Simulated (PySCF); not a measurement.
Species: H2O2P (charge -1).
Numbering: `[O:1]=[PH2:2][O-:3]` (hydrogens: H4, H5 on P2)

Structure used (PBE0-D3(BJ)/def2-SVP), in Å, numbered top down from 1:
```xyz
5
H2O2P angstrom
O     -1.2906    0.9129   -0.1951
P     -0.4303   -0.3269   -0.2310
O      1.0761   -0.3093   -0.3194
H     -0.8122   -1.1815    0.9006
H     -0.9399   -1.2094   -1.2887
```

The closed-shell ground state was solved at several levels (PySCF, density fitting, gas phase, non-relativistic). No diffuse functions stand in pcSseg-1 and pcSseg-2, which bears on an anion's orbital energies.

```csv
level,basis functions,total energy (Eh),HOMO (eV),LUMO (eV),gap (eV)
mPW1PW91/pcSseg-2,143,-493.1657,-1.98,5.59,7.57
PBE0/pcSseg-1,68,-492.7586,-1.54,6.53,8.07
```

(1) What might CAM-B3LYP/def2-SVPD (86 basis functions) give for the same quantities?

(2) Over all these levels, which gives the widest orbital gap and which the narrowest?

## Answers

(1) Total energy -492.8430 Eh, HOMO -3.43 eV, LUMO 5.98 eV, gap 9.41 eV.

(2) CAM-B3LYP/def2-SVPD (range-separated hybrid) has the widest, 9.41 eV, and mPW1PW91/pcSseg-2 (global hybrid, 25 % exact exchange) the narrowest, 7.57 eV. Functional and basis both differ between the two, so the spread mixes both effects.
